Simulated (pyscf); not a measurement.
Thermochemistry of product channels of F–Sn(F)(F)–F (SMILES [F][Sn]([F])([F])[F]) + H• (SMILES [H]) on the doublet surface, in eV, from CCSD(T)/def2-TZVPP + ΔMP2(QZVPP) energies (ideal gas, 1 atm, RRHO with modes under 100 cm⁻¹ raised to 100, one conformer, R ln 2 for rigid chiral ones). PySCF, gas phase, ωB97X-D3(BJ)/def2-SVP geometries. MP2 and CC: frozen core, UHF for open shells. ΔMP2 is the change of the MP2 total energy from the triple- to the quadruple-zeta basis.

| products | ΔE | ΔH(298 K) | ΔG(298 K) | ΔG(1200 K) |
|---|---|---|---|---|
| HF (SMILES F) + F–Sn•(F)–F (SMILES [F][Sn]([F])[F]) | -1.32 | -1.14 | -1.30 | -1.66 |
| F–F (SMILES FF) + F–SnH•–F (SMILES [F][SnH][F]) | +4.84 | +4.91 | +4.72 | +4.27 |

These are energies of the channels, which say nothing of barriers. The CCSD(T) − MP2 part came from Ansatz, without density fitting, on the same reference. The frozen core leaves the outer d or s,p core shells of the metals and heavy elements correlated in the MP2 and CC values, and def2-TZVPP describes them poorly, which can shift differences by a few kcal/mol. Elements past Kr carry the def2 core potentials, without spin-orbit coupling.
